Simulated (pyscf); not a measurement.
Single points on ωB97X-D3(BJ)/def2-SVP structures (PySCF, gas phase).

Estimate by transition-state theory the rate constant of HO–As(OH)–O–AsH₂ + H₂ → HO–As(OH)–OH + AsH₃ (singlet surface; As–O, H–H broken, H–O, As–H formed) at 900 K, with ωB97M-D3(BJ)/def2-TZVP energies (ideal gas, 1 atm, RRHO with modes under 100 cm⁻¹ raised to 100, one conformer, R ln 2 for chiral ones without a mode under 150 cm⁻¹; no tunnelling).

The electronic barrier is 50.9 kcal/mol and the thermal terms add +25.8, so ΔG‡ = 76.7 kcal/mol. With k_BT/h = 1.88e+13 s⁻¹ and RT = 1.788 kcal/mol, and a volume of 1.23e-19 cm³ per molecule at 1 atm, k = 5.4e-25 cm³ molecule⁻¹ s⁻¹. Wigner's tunnelling factor for 1286i cm⁻¹ would be 1.18. A shift of 1 kcal/mol in the barrier changes k by a factor 1.7. On the product side the descent ends in a complex (not fully relaxed), 4.2 kcal/mol under the separated species and 65.1 kcal/mol under the saddle at ωB97X-D3(BJ)/def2-TZVP. At ωB97X-D3(BJ)/def2-TZVP the barrier from the zero used here is 53.8 kcal/mol. One saddle was located; it need not be the lowest between these sides. Elements up to Kr have no core potential and no relativistic terms here.
